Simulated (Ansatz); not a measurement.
C4H8 (cyclobutane): a line through the functionals

The species is C4H8 (12 atoms), meant as a singlet with charge 0. SMILES: `C1CCC1`. Geometry: relaxed at PBE0-D4/def2-TZVP.

The vertical energy of the triplet above the singlet y, in eV, basis 6-31G(d); a is the functional's share of exact exchange. Programs: Ansatz 0.2.0.

| functional | program | a | y (eV) |
| --- | --- | --- | --- |
| BLYP | Ansatz | 0 | 8.94 |
| r2SCAN | Ansatz | 0 | 9.21 |
| B3LYP | Ansatz | 0.2 | 9.42 |
| r2SCAN0 | Ansatz | 0.25 | ? |
| PBE0 | Ansatz | 0.25 | 9.53 |
| BHLYP | Ansatz | 0.5 | 10.04 |

Fit y = c + s·a to the known rows and predict r2SCAN0.


1. Means of the 5 rows: a = 0.1900, y = 9.428.
2. Σ(Δa)² = 0.172, Σ(Δa·Δy) = 0.3299, so the slope is 0.3299/0.172 = 1.918.
3. Intercept: 9.428 − (1.918) × 0.1900 = 9.064. The largest residual of the fit is 0.15.
4. r2SCAN0: 9.064 + (1.918) × 0.25 = 9.54 eV.

The run gave 9.61 eV, so the prediction is off by -0.07 eV, within the scatter of the fit. The rows mix families of semi-local functionals, which the line can't see.
